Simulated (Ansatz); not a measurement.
**CHCl2+ (SMILES Cl[CH+]Cl): single points off equilibrium**

One table from this session's results is given with a row withheld; the runs are named, their logs left out.

Program: Ansatz 0.2.0, Gaussian basis. Level of theory: single points in def2-TZVPP. These are calculated values, not measurements.

Cores are frozen in the correlated methods. B3LYP uses VWN-RPA correlation.

## Where the work starts

SMILES `Cl[CH+]Cl`, 4 atoms, charge 1, spin multiplicity 1.

Atoms are counted from 1 here; the program's logs count them from 0.

Bond lengths: Cl1–C2 1.588 Å, C2–Cl3 1.661 Å, C2–H4 1.113 Å. Angles: Cl1–C2–Cl3 127.4°, Cl1–C2–H4 116.8°, Cl3–C2–H4 115.7°.

As a file:

```
Cl    1.32790   -0.61920   -0.55440
C     0.02090    0.00680    0.09490
Cl   -1.24480    0.73770   -0.69340
H    -0.09970   -0.11250    1.19510
```

Set-up of the first run:

The input, run/in.yaml:

```yaml
crystal:
  periodic: [false, false, false]
  atoms:
    - {symbol: Cl, position_ang: [1.327900, -0.619200, -0.554400]}
    - {symbol: C, position_ang: [0.020900, 0.006800, 0.094900]}
    - {symbol: Cl, position_ang: [-1.244800, 0.737700, -0.693400]}
    - {symbol: H, position_ang: [-0.099700, -0.112500, 1.195100]}
basis:
  gaussian: {orbitals: def2-TZVPP}
total_charge: 1
correlation: {method: ccsd_t}
output: {forces: true}
```

No record of the launch command was kept for these runs.

Among the steps run: CCSD(T)/def2-TZVPP; PBE0-D4/def2-TZVPP; wB97M-V/def2-TZVPP; r2SCAN-D4/def2-TZVPP; PBE-D4/def2-TZVPP; LC-wPBE/def2-TZVPP; B3LYP-D4/def2-TZVPP.

One table of the session follows, with a row left open; its other results are not shown here.

| method | RMS force component (eV/Å) | angle to CCSD(T) forces (°) |
| --- | --- | --- |
| CCSD(T) | 0.864 | reference |
| PBE0-D4 | 0.801 | 13.5 |
| wB97M-V | 0.830 | 9.2 |
| r2SCAN-D4 | ? | ? |
| PBE-D4 | 0.798 | 8.6 |
| LC-wPBE | 0.825 | 25.3 |
| B3LYP-D4 | 0.828 | 0.5 |

Estimate the missing values for r2SCAN-D4.

As computed: RMS force component (eV/Å): 0.807; angle to CCSD(T) forces (°): 4.5. In the column «RMS force component (eV/Å)» it lies between PBE0-D4 (0.801) and LC-wPBE (0.825).
